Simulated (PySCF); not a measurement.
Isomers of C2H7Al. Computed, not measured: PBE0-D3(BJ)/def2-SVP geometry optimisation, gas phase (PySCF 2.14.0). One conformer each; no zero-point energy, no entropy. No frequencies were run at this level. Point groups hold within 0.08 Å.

Question: Order them by energy at this level, lowest first, and give relative energies in kcal/mol.
A. `[CH3:1][CH2:2][AlH2:3]` with C1–C2–Al3–H 2° and -179°
B. `[H][Al]([CH3])[CH3]` (AlMe2H)

Answer: B (0.0), A (12.7).

| SMILES | E (Eh) | E rel (kcal/mol) | dipole (D) | point group | A, B, C (MHz) |
| --- | --- | --- | --- | --- | --- |
| [H][Al]([CH3])[CH3] | -322.50173 | 0.0 | 0.75 | near C2v | 19989, 5150, 4314 |
| C[CH2][AlH2] | -322.48143 | 12.7 | 0.75 | – | 26685, 4682, 4187 |

Question: How do the relative energies change in single points at CAM-B3LYP/def2-SVPD (no added dispersion term) on the same geometries?

Answer: 
```json
{"SMILES": "[H][Al]([CH3])[CH3]", "PBE0-D3(BJ)/def2-SVP (kcal/mol)": "0.0", "CAM-B3LYP/def2-SVPD (kcal/mol)": "0.0", "shift": "0.0"}
{"SMILES": "C[CH2][AlH2]", "PBE0-D3(BJ)/def2-SVP (kcal/mol)": "12.7", "CAM-B3LYP/def2-SVPD (kcal/mol)": "12.6", "shift": "-0.1"}
```

Each column counts from its own lowest isomer. The order is unchanged; the largest shift is 0.1 kcal/mol.
